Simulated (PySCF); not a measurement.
C6H8.
Bonds: C1–C2 (double), C2–C3 (double), C3–C4, C3–C5, C5–C6 (double). Hydrogens: H7, H8 on C1; H9, H10, H11 on C4; H12 on C5; H13, H14 on C6.

The same species was optimised twice, with GFN2-xTB and with PBE0-D3(BJ)/def2-SVP (PySCF), and the same property calculations (PySCF, gas phase) were run on both structures.

```csv
coordinate,GFN2-xTB,PBE0-D3(BJ)/def2-SVP,change
C1=C2 (Å),1.293,1.306,+0.013
C5=C6 (Å),1.328,1.340,+0.012
C2=C3 (Å),1.310,1.322,+0.012
C3–C5 (Å),1.458,1.467,+0.009
C3–C4 (Å),1.505,1.505,0.000
C1–C2–C3 (°),179.3,179.9,+0.6
C4–C3–C5 (°),119.3,119.6,+0.3
C2–C3–C5 (°),119.7,119.4,-0.3
C3–C5–C6 (°),125.4,125.3,-0.1
C2–C3–C4 (°),121.0,121.0,0.0
C2–C3–C5–C6 (°),180,180,0
```

Rotational constants: A = 7095, B = 2332, C = 1796 MHz (GFN2-xTB) against A = 7020, B = 2293, C = 1769 MHz (PBE0-D3(BJ)/def2-SVP). Point groups within 0.08 Å: Cs and Cs.

On the GFN2-xTB structure: isotropic polarisability (au) 80.3 [CAM-B3LYP/def2-SVPD]; HOMO (eV) -7.82 [CAM-B3LYP/def2-SVPD]; LUMO (eV) 0.48 [CAM-B3LYP/def2-SVPD]; dipole (D) 0.30 [CAM-B3LYP/def2-SVPD].

Task: What do these properties become on the PBE0-D3(BJ)/def2-SVP structure?

Result: 
```csv
property,level,on GFN2-xTB,on PBE0-D3(BJ)/def2-SVP,change
isotropic polarisability (au),CAM-B3LYP/def2-SVPD,80.3,82.1,+1.8
HOMO (eV),CAM-B3LYP/def2-SVPD,-7.82,-7.80,+0.02
LUMO (eV),CAM-B3LYP/def2-SVPD,0.48,0.40,-0.08
dipole (D),CAM-B3LYP/def2-SVPD,0.30,0.31,+0.01
"energy, GFN2-xTB geometry as zero (kcal/mol)",CAM-B3LYP/def2-SVPD,0.0,-0.7,-0.7
```

The heavy atoms differ by 0.014 Å rms after alignment. Among bonds between heavy atoms C1=C2, C2=C3 and C5=C6 change most and about equally (+0.012 to +0.013 Å). Changes are differences of the printed values. Neither structure is proved a minimum here.

The values belong to the conformer `[CH2:1]=[C:2]=[C:3]([CH3:4])[CH:5]=[CH2:6]`: C2–C3–C5–C6 180°.
